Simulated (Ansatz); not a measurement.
BHO2 (`O=BO`) from Hartree–Fock to CCSD(T)

Cartesian coordinates in Å:
```
O -0.483 -1.577 0.394
B -0.208 -0.464 0.005
O 0.061 0.741 -0.467
H 0.630 1.301 0.067
```

Total charge 0; spin multiplicity 1. All single points use the PBE0-D4/def2-TZVP geometry. It is one conformer, not always the lowest. Frozen core, restricted reference, Ansatz. CBS rows extrapolate triple and quadruple zeta.

```csv
basis,HF (Eh),MP2 corr.,CCSD corr.,(T),CCSD(T) total
def2-SVP,-174.94654,-0.44472,-0.45117,-0.01255,-175.41026
def2-TZVPP,-175.16093,-0.55776,-0.55820,-0.02227,-175.74140
def2-QZVPP,-175.16963,-0.60234,-0.59723,-0.02520,-175.79206
CBS(def2),-175.17083,-0.63536,-0.62614,-0.02736,-175.82433
cc-pV(D+d)Z,-175.09349,-0.44547,-0.45148,-0.01269,-175.55766
cc-pV(T+d)Z,-175.15284,-0.56047,-0.56029,-0.02260,-175.73573
cc-pV(Q+d)Z,-175.16700,-0.60438,-0.59916,-0.02523,-175.79139
CBS(cc),-175.17127,-0.63564,-0.62683,-0.02710,-175.82520
```
